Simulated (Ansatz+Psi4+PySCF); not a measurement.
Results of a calculation; reference values are marked as such.
Input for PySCF 2.14.0:

```python
from pyscf import gto, scf, mp

# the (T+d) and (D+d) sets load through basis_set_exchange
mol = gto.M(atom="""
F 0.000000 0.000000 -1.084790
Cl 0.000000 0.000000 0.574300
""", basis={'Cl': 'cc-pv(t+d)z', 'F': 'cc-pvtz'}, charge=1, spin=1)
mf = scf.UHF(mol)
mf.kernel()
pt = mp.MP2(mf, frozen=6).run()
print(mf.e_tot, pt.e_corr, pt.e_tot)
```

The script is written out from the run's settings.

Output:

```yaml
Converged: yes
Reference_energy: -558.45595 hartree
Correlation_energy: -0.41697 hartree
Total_energy: -558.87293 hartree
Spin_squared_of_the_determinant: 0.788
```

Messages of the program:
```
WARN: beta  nocc = 12  HOMO -0.39712871942287 >= LUMO -0.397128719422862
WARN: HOMO -0.397128719422862 >= LUMO -0.397128719422862
WARN: beta  nocc = 12  HOMO -0.39712871942287 >= LUMO -0.397128719422862
WARN: HOMO -0.397128719422862 >= LUMO -0.397128719422862
```

Caution: large amplitudes, a single reference is doubtful.
